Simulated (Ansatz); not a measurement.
Basis-set extrapolation for CH3MgS (`C[S][Mg]`) radical (PBE0-D4/def2-TZVP geometry, frozen core, Ansatz 0.2.0). Multiplicity 2, UHF reference. For Mg the program correlates outer-core shells too, which these sets cover unevenly, so the extrapolated numbers aren't a true limit.

|  | def2-TZVPP | def2-QZVPP |
| --- | --- | --- |
| HF | -636.800586 | -636.822463 |
| MP2 correlation | -0.533689 | -0.598020 |
| CCSD(T) correlation | -0.587847 | -0.653549 |

Energies in hartree. Use E(X) = E(∞) + A·exp(−7.88·√X) for Hartree–Fock and E(X) = E(∞) + B·X^(−2.97) for correlation, with X = 3 and 4.

What is the CCSD(T) energy at the basis-set limit?

HF limit: -636.822463 + (-0.021877) × 0.13774 = -636.82548. Correlation limit: -0.653549 + (-0.065702) × 0.74074 = -0.70222. Total: -637.52770 hartree, 365.6 kJ/mol below CCSD(T)/def2-TZVPP.
